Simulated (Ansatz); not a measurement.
HCl ··· CH$_{2}$O

The pair of HCl (SMILES Cl, atoms 1–2) and CH$_{2}$O (SMILES C=O, atoms 3–6), both closed shells, in one local arrangement (a lower one may exist), relaxed at PBE0-D4/def2-TZVP:

Cl1  (0.355, 0.029, -2.515)
H2  (-0.377, -0.055, -1.438)
C3  (0.016, 0.008, 0.995)
O4  (-0.944, -0.114, 0.284)
H5  (-0.083, 0.002, 2.095)
H6  (1.033, 0.130, 0.580)
(Å)

Ansatz 0.2.0; basis: def2-TZVPPD, with def2-QZVPPD for the basis limit; cores frozen in the correlated methods. B3LYP uses VWN-RPA correlation. Extrapolation: Hartree–Fock as exp(−7.88 √X), correlation as X^−2.97. Interaction energies count from these two fragments, frozen as in the pair, with the counterpoise correction; negative means bound.

What is the interaction energy by CCSD(T) at an estimated basis limit (MP2 extrapolated from triple and quadruple zeta, plus CCSD(T) − MP2 in triple zeta)? (Judge from chemistry; the value comes from the calculation.)

By the calculation: -23.2 kJ/mol. Hartree–Fock alone gives -11.8 kJ/mol at the basis limit. It counts from the two fragments frozen as in the pair.

The same quantity by other methods in triple zeta, and each one's difference from that estimate:
```csv
method,E_int (kJ/mol),difference
PBE-D4,-27.3,-4.1
revPBE-D4,-23.6,-0.5
BLYP-D4,-24.0,-0.8
r2SCAN-D4,-27.1,-3.9
B97M-V,-24.6,-1.4
PBE0-D4,-26.6,-3.4
B3LYP-D4,-24.8,-1.7
HSE06-D4,-26.5,-3.3
wB97X-V,-24.0,-0.8
wB97M-V,-23.4,-0.3
B2PLYP,-21.1,2.1
HF,-11.9,11.3
MP2,-22.8,0.4
CCSD,-18.0,5.1
CCSD(T),-20.0,3.2
```
Differences are method less estimate.

Which atoms make the shortest contact between the fragments?

H2 and O4, 1.81 Å apart.

Energy to bend the free fragments (PBE0-D4 minima) into their shapes in the pair, CCSD(T)/def2-TZVPPD: HCl 1.3 kJ/mol; CH$_{2}$O -0.5 kJ/mol. This must be added to the interaction energy to get the binding energy from relaxed fragments.

Basis-set superposition shift (counterpoise-corrected less uncorrected): CCSD(T) 2.9; MP2 2.9; HF 0.3; PBE0-D4 0.4; wB97M-V 0.3 kJ/mol.

T1 diagnostic: at most 0.017.

For scale, one of the runs: CCSD(T)/def2-TZVPPD, 179 basis functions, launched by `ansatz run in.yaml --threads 2 --pin off --events-out ev --progress --plain --max-ram 5222MiB`. The run took 25 s on 2 CPU threads of an Arm Neoverse V2 (shared host), with 1.7 GiB of host memory at its peak.
